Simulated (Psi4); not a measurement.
# DSD-PBEP86/def2-SVP (density fitting for correlation) run of C3H5NO (methoxyacetonitrile)

Aim: the energy change on altering one bond length of C3H5NO (methoxyacetonitrile) at DSD-PBEP86/def2-SVP (density fitting for correlation), from 2 runs. 

The calculation is run with Psi4 1.11.

2 further runs of the same task are left out: 2 set aside as unsound or not needed.

## 1. The structure to begin with

C3H5NO has 10 atoms, charge 0, and is taken as a singlet. As SMILES, `COCC#N`. The coordinates come from a PBE0-D4/def2-TZVP relaxation. This is one conformer, not always the lowest.

Bond lengths: C1–O2 1.410 Å, O2–C3 1.392 Å, C3–C4 1.471 Å, C4–N5 1.149 Å, C1–H6 1.089 Å, C1–H7 1.096 Å, C1–H8 1.098 Å, C3–H9 1.092 Å, C3–H10 1.100 Å. Some angles: C1–O2–C3 113.3°, O2–C3–C4 113.0°, C3–C4–N5 179.1°, O2–C1–H6 106.8°, O2–C1–H7 111.5°, O2–C1–H8 111.1°, O2–C3–H9 107.5°, O2–C3–H10 111.9°, C4–C3–H9 108.5°, C4–C3–H10 107.8°.

## 2. The energy at DSD-PBEP86/def2-SVP (density fitting for correlation)

The input, input.dat:

```
memory 2.2 GB

molecule molecule1 {
  0 1
  C     -1.341100     0.199110     0.152100
  O     -0.473260    -0.302690    -0.840000
  C      0.797320    -0.604320    -0.357810
  C      1.540660     0.584770     0.085690
  N      2.106760     1.520210     0.439110
  H     -2.304540     0.364860    -0.326950
  H     -0.975200     1.147050     0.563190
  H     -1.463610    -0.521860     0.970710
  H      1.353170    -1.076370    -1.170700
  H      0.759830    -1.310760     0.484670
  units angstrom
  symmetry c1
  no_reorient
  no_com
}

set {
  reference            rks
  puream               true
  e_convergence        1e-09
  d_convergence        1e-08
  scf_type             pk
  dft_radial_points    99
  dft_spherical_points 590
  num_frozen_docc      5
}

energy("dsd-pbep86/def2-SVP")
print_variables()
```

Command:

```sh
psi4 -i input.dat -o output.dat -n 1
```

output.dat:

```text
[...]
  Running in c1 symmetry.
[...]
  Nuclear repulsion =  160.882146467237959
[...]
  Multiplicity = 1
[...]
  Nalpha       = 19
  Nbeta        = 19
[...]
    Number of basis functions: 95
[...]
   @RKS iter   1:  -246.06178648580681   -7.91229e-01   4.89498e-03 ADIIS/DIIS
[...]
   @RKS iter  13:  -246.17534941993642   -5.88329e-12   2.91504e-09 DIIS
[...]
    Orbital Energies [Eh]
    ---------------------
    Doubly Occupied:
       1A    -20.088879     2A    -15.147058     3A    -10.971445
       4A    -10.925732     5A    -10.913315     6A     -1.289909
       7A     -1.116398     8A     -0.942268     9A     -0.840702
      10A     -0.677272    11A     -0.642281    12A     -0.638940
      13A     -0.559337    14A     -0.526973    15A     -0.501877
      16A     -0.471818    17A     -0.441876    18A     -0.428040
      19A     -0.409014
[...]
  @RKS Final Energy:  -246.17534941993642
   => Energetics <=
    Nuclear Repulsion Energy =            160.8821464672379591
    One-Electron Energy =                -652.2115907408224302
    Two-Electron Energy =                 254.7111731801677479
    DFT Exchange-Correlation Energy =      -9.5570783265196866
    Empirical Dispersion Energy =           0.0000000000000000
    VV10 Nonlocal Energy =                  0.0000000000000000
    Total Energy =                       -246.1753494199364241
[...]
 Multipole Moments:
 ------------------------------------------------------------------------------------
     Multipole            Electronic (a.u.)      Nuclear  (a.u.)        Total (a.u.)
 ------------------------------------------------------------------------------------
 L = 1.  Multiply by 2.5417464519 to convert [e a0] to [Debye]
 Dipole X            :        -27.7396410           27.0460816           -0.6935594
 Dipole Y            :        -15.9592421           14.9292710           -1.0299711
 Dipole Z            :          7.4205262           -7.2668095            0.1537167
 Magnitude           :                                                    1.2511970
[...]
```

Wall time 29 s (1 thread of Intel Xeon Platinum 8259CL at 2.50GHz (Skylake/Cascade Lake), shared host); peak memory 1 GiB.

## 3. The distorted shape

The input, c3h5no.xyz:

```xyz
10
C3H5NO
C     -1.424494     0.269932     0.274058
O     -0.556654    -0.231868    -0.718042
C      0.713926    -0.533498    -0.235852
C      1.457266     0.655592     0.207648
N      2.023366     1.591032     0.561068
H     -2.387934     0.435682    -0.204992
H     -1.058594     1.217872     0.685148
H     -1.547004    -0.451038     1.092668
H      1.353170    -1.076370    -1.170700
H      0.676436    -1.239938     0.606628
```

The input, c3h5no_ase.py:

```python
import numpy as np
from ase.calculators.psi4 import Psi4
from ase.io import read

mol = read('c3h5no.xyz')
calc = Psi4(atoms=mol, method='dsd-pbep86', basis='def2-SVP', memory='2200MB', num_threads=1, charge=0, multiplicity=1, label='calc')
calc.psi4.set_options({'puream': True, 'e_convergence': 1e-09, 'd_convergence': 1e-08, 'scf_type': 'pk', 'dft_radial_points': 99, 'dft_spherical_points': 590, 'num_frozen_docc': 5})
mol.calc = calc

print(f'energy: {mol.get_potential_energy():.6f} eV')
```

Command:

```sh
python c3h5no_ase.py
```

calc.dat:

```text
[...]
  Running in c1 symmetry.
[...]
  Nuclear repulsion =  160.177093871914536
[...]
  Multiplicity = 1
[...]
  Nalpha       = 19
  Nbeta        = 19
[...]
    Number of basis functions: 95
[...]
   @RKS iter   1:  -246.04327305278932   -8.50586e-01   4.96760e-03 ADIIS/DIIS
[...]
   @RKS iter  13:  -246.16212833694641   -5.76961e-12   3.18401e-09 DIIS
[...]
    Orbital Energies [Eh]
    ---------------------
    Doubly Occupied:
       1A    -20.090460     2A    -15.147460     3A    -10.986070
       4A    -10.926953     5A    -10.914265     6A     -1.290846
       7A     -1.116726     8A     -0.933835     9A     -0.840495
      10A     -0.674917    11A     -0.640801    12A     -0.625166
      13A     -0.559251    14A     -0.515806    15A     -0.501931
      16A     -0.471907    17A     -0.441444    18A     -0.423190
      19A     -0.410024
[...]
  @RKS Final Energy:  -246.16212833694641
   => Energetics <=
    Nuclear Repulsion Energy =            160.1770938719145363
    One-Electron Energy =                -650.8288139783339830
    Two-Electron Energy =                 254.0313946870975030
    DFT Exchange-Correlation Energy =      -9.5418029176244445
    Empirical Dispersion Energy =           0.0000000000000000
    VV10 Nonlocal Energy =                  0.0000000000000000
    Total Energy =                       -246.1621283369464095
[...]
 Multipole Moments:
 ------------------------------------------------------------------------------------
     Multipole            Electronic (a.u.)      Nuclear  (a.u.)        Total (a.u.)
 ------------------------------------------------------------------------------------
 L = 1.  Multiply by 2.5417464519 to convert [e a0] to [Debye]
 Dipole X            :          3.7532308           -4.4640231           -0.7107924
 Dipole Y            :          1.4964693           -2.5121909           -1.0157217
 Dipole Z            :         -0.7565542            0.9182463            0.1616921
 Magnitude           :                                                    1.2502242
[...]
```

Standard output:

```text
energy: -6709.152428 eV
```

Wall time 29 s (1 thread of Intel Xeon Platinum 8259CL at 2.50GHz (Skylake/Cascade Lake), shared host); peak memory 1 GiB.

## 4. Summary of results

Level: DSD-PBEP86/def2-SVP (density fitting for correlation), 5 core orbitals frozen.

```
                                                         quantity          value
                                        first shape: total energy  -246.56842 Eh
                   first shape: HOMO energy (SCF part's orbitals)      -11.13 eV
                   first shape: LUMO energy (SCF part's orbitals)        2.82 eV
                 first shape: HOMO–LUMO gap (SCF part's orbitals)       13.95 eV
                                    distorted shape: total energy  -246.55681 Eh
               distorted shape: HOMO energy (SCF part's orbitals)      -11.16 eV
               distorted shape: LUMO energy (SCF part's orbitals)        2.60 eV
             distorted shape: HOMO–LUMO gap (SCF part's orbitals)       13.75 eV
energy change with the C3–H9 bond stretched from 1.092 to 1.256 Å       0.316 eV
```

In words: With the C3–H9 bond stretched from 1.092 to 1.256 Å the energy rises by 0.32 eV (7.3 kcal/mol). The first shape isn't relaxed at this level, so the change isn't measured from a minimum.
